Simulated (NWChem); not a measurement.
allene (C₃H₄); SMILES C=C=C

Computed with NWChem. Structure relaxed at the PBE-D3(BJ)/def2-SVP level. Level: M06-2X/def2-SVP with COSMO at NWChem's default radii, gas-phase geometry; rows give the dielectric constant.

| dielectric constant | electrostatic solvation energy (kcal/mol) |
|---|---|
| 1.5 | -0.6 |
| 2.4 | -1.1 |
| 3.9 | -1.4 |
| 11.7 | -1.8 |
| 46.7 | -1.9 |
